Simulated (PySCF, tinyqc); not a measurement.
CIS on RHF in the sto-3g basis, for CH+, spin multiplicity 1, step by step. The lowest restricted solution is unstable here: a spin-polarised one lies 0.0145 hartree lower (PySCF). One step of it, computed by the program tinyqc.

Question. Integrals over molecular orbitals. (pq|rs) = sum C_ip C_jq C_kr C_ls (ij|kl), one index at a time.

coefficients C:
```
              MO1        MO2        MO3       MO4        MO5        MO6
1C 1s    0.994104  -0.220084   0.153123  0.000000   0.000000   0.118926
1C 2s    0.025419   0.711504  -0.683750  0.000000   0.000000  -0.897083
1C 2px   0.000000   0.000000   0.000000  0.999928  -0.011992   0.000000
1C 2py   0.000000   0.000000   0.000000  0.011992   0.999928   0.000000
1C 2pz   0.006372   0.274191   0.684388  0.000000   0.000000  -1.006648
2H 1s   -0.008139   0.331416   0.327322  0.000000   0.000000   1.422357
```

core Hamiltonian H = T + V (hartree), lower triangle:
```
             1C 1s      1C 2s     1C 2px     1C 2py     1C 2pz      2H 1s
1C 1s   -18.295602
1C 2s    -4.410740  -5.228276
1C 2px    0.000000   0.000000  -4.131208
1C 2py    0.000000   0.000000   0.000000  -4.131208
1C 2pz   -0.020489  -0.196977   0.000000   0.000000  -4.281642
2H 1s    -1.407620  -2.652335   0.000000   0.000000  -2.094991  -3.568474
```

Two-electron integrals (ij|kl) in chemists' order, unique and non-zero (hartree):
```
(11|11) 3.541948   (21|11) 0.576921   (21|21) 0.111888   (22|11) 0.854682
(22|21) 0.205284   (22|22) 0.624709   (31|31) 0.020296   (32|31) 0.030858
(32|32) 0.137996   (33|11) 0.852436   (33|21) 0.205335   (33|22) 0.624568
(33|33) 0.672833   (41|41) 0.020296   (42|41) 0.030858   (42|42) 0.137996
(43|43) 0.036269   (44|11) 0.852436   (44|21) 0.205335   (44|22) 0.624568
(44|33) 0.600295   (44|44) 0.672833   (51|51) 0.020296   (52|51) 0.030858
(52|52) 0.137996   (53|53) 0.036269   (54|54) 0.036269   (55|11) 0.852436
(55|21) 0.205335   (55|22) 0.624568   (55|33) 0.600295   (55|44) 0.600295
(55|55) 0.672833   (61|11) 0.184528   (61|21) 0.035503   (61|22) 0.064795
(61|33) 0.064577   (61|44) 0.064577   (61|51) 0.002185   (61|52) 0.004011
(61|55) 0.065250   (61|61) 0.011523   (62|11) 0.386621   (62|21) 0.093828
(62|22) 0.307822   (62|33) 0.301021   (62|44) 0.301021   (62|51) 0.008878
(62|52) 0.057581   (62|55) 0.321154   (62|61) 0.030912   (62|62) 0.188984
(63|31) 0.010210   (63|32) 0.051653   (63|53) 0.011703   (63|63) 0.025185
(64|41) 0.010210   (64|42) 0.051653   (64|54) 0.011703   (64|64) 0.025185
(65|11) 0.308226   (65|21) 0.075863   (65|22) 0.263963   (65|33) 0.250547
(65|44) 0.250547   (65|51) 0.016550   (65|52) 0.098106   (65|55) 0.290521
(65|61) 0.026342   (65|62) 0.192997   (65|65) 0.218783   (66|11) 0.515797
(66|21) 0.127323   (66|22) 0.469041   (66|33) 0.444195   (66|44) 0.444195
(66|51) 0.016611   (66|52) 0.138435   (66|55) 0.518257   (66|61) 0.042758
(66|62) 0.347768   (66|65) 0.394654   (66|66) 0.774606
```

Give: one-electron integrals over orbitals h = C^T H C; Two-electron integrals over orbitals.

Answer.

one-electron integrals over orbitals h = C^T H C (hartree), lower triangle:
```
          1        2        3        4        5        6
1  -18.2834
2    0.3345  -4.3661
3   -0.2247   0.1186  -4.0499
4    0.0000   0.0000   0.0000  -4.1312
5    0.0000   0.0000   0.0000   0.0000  -4.1312
6   -0.1686   0.6273   0.3476   0.0000   0.0000  -3.1424
```

Two-electron integrals over orbitals (pq|rs), unique and non-zero (hartree):
```
(11|11) 3.5120    (21|11) -0.2904   (21|21) 0.0400    (22|11) 0.7555
(22|21) -0.0032   (22|22) 0.6462    (31|11) 0.1996    (31|21) -0.0213
(31|22) 0.0216    (31|31) 0.0292    (32|11) -0.0731   (32|21) 0.0094
(32|22) 0.0645    (32|31) 0.0086    (32|32) 0.0739    (33|11) 0.7992
(33|21) -0.0162   (33|22) 0.5047    (33|31) -0.0088   (33|32) -0.0581
(33|33) 0.6619    (41|41) 0.0215    (42|41) 0.0232    (42|42) 0.0917
(43|41) -0.0161   (43|42) -0.0465   (43|43) 0.0614    (44|11) 0.8521
(44|21) -0.0091   (44|22) 0.5652    (44|31) 0.0058    (44|32) -0.0386
(44|33) 0.5817    (44|44) 0.6728    (51|51) 0.0215    (52|51) 0.0232
(52|52) 0.0917    (53|51) -0.0161   (53|52) -0.0465   (53|53) 0.0614
(54|54) 0.0363    (55|11) 0.8521    (55|21) -0.0091   (55|22) 0.5652
(55|31) 0.0058    (55|32) -0.0386   (55|33) 0.5817    (55|44) 0.6003
(55|55) 0.6728    (61|11) 0.1566    (61|21) -0.0265   (61|22) -0.0109
(61|31) 0.0014    (61|32) -0.0143   (61|33) 0.0216    (61|44) 0.0037
(61|55) 0.0037    (61|61) 0.0269    (62|11) -0.2242   (62|21) 0.0037
(62|22) -0.0529   (62|31) -0.0123   (62|32) 0.0341    (62|33) -0.0479
(62|44) -0.1077   (62|55) -0.1077   (62|61) 0.0051    (62|62) 0.1118
(63|11) -0.1281   (63|21) 0.0049    (63|22) 0.0179    (63|31) 0.0058
(63|32) 0.0566    (63|33) -0.0918   (63|44) -0.0563   (63|55) -0.0563
(63|61) -0.0086   (63|62) 0.0583    (63|63) 0.0800    (64|41) -0.0118
(64|42) -0.0433   (64|43) 0.0098    (64|64) 0.0306    (65|51) -0.0118
(65|52) -0.0433   (65|53) 0.0098    (65|65) 0.0306    (66|11) 0.7150
(66|21) -0.0034   (66|22) 0.6225    (66|31) 0.0183    (66|32) 0.0838
(66|33) 0.4997    (66|44) 0.5140    (66|55) 0.5140    (66|61) -0.0088
(66|62) 0.0172    (66|63) 0.0516    (66|66) 0.6839
```
